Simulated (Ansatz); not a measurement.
Start from `O=CCS` and change one atom or group to get `O=CC(F)S`.

Ansatz, PBE0-D4/def2-TZVP geometries, multiplicity 1. Each molecule was computed in one conformer, which needn't be the lowest.

| property | `O=CCS` |
| --- | --- |
| HOMO energy (B3LYP/def2-TZVPP) / eV | -6.77 |
| size of the dipole moment (PBE/def2-TZVPP) / D | 2.56 |
| HOMO energy (ωB97M-V/def2-TZVPP) / eV | -9.25 |
| LUMO energy (ωB97M-V/def2-TZVPP) / eV | 1.29 |
| LUMO energy (B3LYP/def2-TZVPP) / eV | -1.37 |
| HOMO energy (PBE/def2-TZVPP) / eV | -5.75 |

Task: What does the change do to each property? (Best estimate.)

Result: Computed: 
```csv
property,`O=CC(F)S`,shift
HOMO energy (B3LYP/def2-TZVPP) / eV,-7.51,-0.74
size of the dipole moment (PBE/def2-TZVPP) / D,1.29,-1.27
HOMO energy (ωB97M-V/def2-TZVPP) / eV,-10.01,-0.76
LUMO energy (ωB97M-V/def2-TZVPP) / eV,0.66,-0.63
LUMO energy (B3LYP/def2-TZVPP) / eV,-1.99,-0.62
HOMO energy (PBE/def2-TZVPP) / eV,-6.45,-0.70
```

With PBE0 the HOMO falls by 0.75 eV and the LUMO falls by 0.63 eV, so the gap widens by about 0.12 eV. PBE moves the HOMO by -0.70 eV and ωB97M-V by -0.76 eV. Dipoles are sizes alone; their direction can turn.

B3LYP here is the variant with VWN-RPA as its local correlation; programs differ in this.
